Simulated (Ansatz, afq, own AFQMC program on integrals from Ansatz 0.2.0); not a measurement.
AFQMC on a folder of integrals that Ansatz 0.2.0 wrote.

```yaml
crystal:
  periodic: [false, false, false]
  atoms:
    - {symbol: Al, position_ang: [0.000000, 0.000000, 0.000000]}
    - {symbol: O, position_ang: [0.000000, 0.000000, 1.620001]}
basis:
  gaussian: {orbitals: 6-31G}
total_charge: 1
magnetization: {spin_polarized: false}
correlation: {method: ccsd_t, electrons: outside_noble_gas, hamiltonian_folder: ham}
```

```sh
$ ansatz run in.yaml --threads 1 --pin off --events-out ev --progress --plain --max-ram 24576MiB --backend cuda --devices 0, --max-vram 18GiB
```

Options of the walk:

```
--method phaseless --trial mp1 --walkers 160 --populations 1 --least-time 40 --time-step 0.005 --steps-per-block 5 --equilibration-blocks 120 --max-blocks 2400 --target-error 0.00068 --factor-cut 1e-05 --seed 4345 --taylor-order 6
```

Times are imaginary, in 1/Eh. The walk had a cap of 60 s.

afq prints:

```
orbitals 16  electrons 4 4  factors 85 of 214
reference energy -316.29469339 Eh
CCSD correlation -0.20131742 Eh in 15 cycles, weight of the determinant in the CISD state 0.7963
energy of the start -316.487536 Eh
 block  time / (1/Eh)  mean weight  energy / Eh
     1     0.025  0.9994  -316.485154
     2     0.050  1.0008  -316.484573
     3     0.075  0.9997  -316.483181
     4     0.100  1.0000  -316.482120
     5     0.125  1.0006  -316.480985
     7     0.175  1.0006  -316.481521
     9     0.225  0.9999  -316.480977
    64     1.600  1.0003  -316.494138
   190     4.750  0.9997  -316.490898
   316     7.900  1.0004  -316.514871
   442    11.050  1.0007  -316.499046
   568    14.200  1.0010  -316.516849
   694    17.350  1.0010  -316.524506
   820    20.500  0.9986  -316.537754
   946    23.650  1.0006  -316.512489
  1072    26.800  1.0009  -316.510212
  1198    29.950  1.0003  -316.508693
  1324    33.100  1.0002  -316.517127
  1450    36.250  0.9994  -316.513422
  1576    39.400  1.0006  -316.507419
  1702    42.550  1.0014  -316.528323
  1828    45.700  0.9989  -316.518277
  1954    48.850  1.0000  -316.492862
  2080    52.000  1.0005  -316.506955
  2206    55.150  1.0002  -316.496385
  2332    58.300  0.9989  -316.501508
  2458    61.450  1.0009  -316.515886
blocks merged  error / Eh  count
     1  0.000249  2400
     2  0.000340  1200
     4  0.000457  600
     8  0.000597  300
    16  0.000762  150
    32  0.000953  75
    64  0.001108  37
   128  0.001309  18
   256  0.001166  9
energy -316.510019 +/- 0.001309 Eh
(rows thinned)
```

The run passed its tests (sampling time, drift between the halves within three errors, error under three times the target), which doesn't prove that it has relaxed. The second half of the sampling lies above the first by 1.8 errors of their difference, so the energy may still be moving and its error bar be too small.

Against this walk (error 35.6 meV) on the same determinant: CCSD(T) 83.3 meV higher, full CI 23.1 meV higher (within the noise), a separate phaseless walk with a CISD trial and standard settings 92.5 ± 35.9 meV higher. The error is statistical and leaves out the bias of the constraint. The determinant is a poor start (see the cautions), so the low cluster orders aren't to be relied on, and full CI is the sure value.

Cautions: constraint bias not in the error; error above the target (35.6 against 18.5 meV); restricted determinant unstable towards unrestricted (UHF 2.24 eV lower, ⟨S²⟩ 1.01); strong correlation (T1 0.065, weight of the determinant 0.80, largest double 0.29); the CCSD(T) amplitudes may be one of several solutions (largest double 0.29).

The walk took 52 s on 1 × NVIDIA H100 80GB HBM3 with 2 threads of AMD EPYC 7R13 Processor (Zen 3) (shared host) (the card was shared). The log's last line is the phaseless energy.

A walk keeps the symmetry of its determinant, which the program's search chose and which needn't be the lowest solution, so a lower state of the same spin and another symmetry isn't excluded.
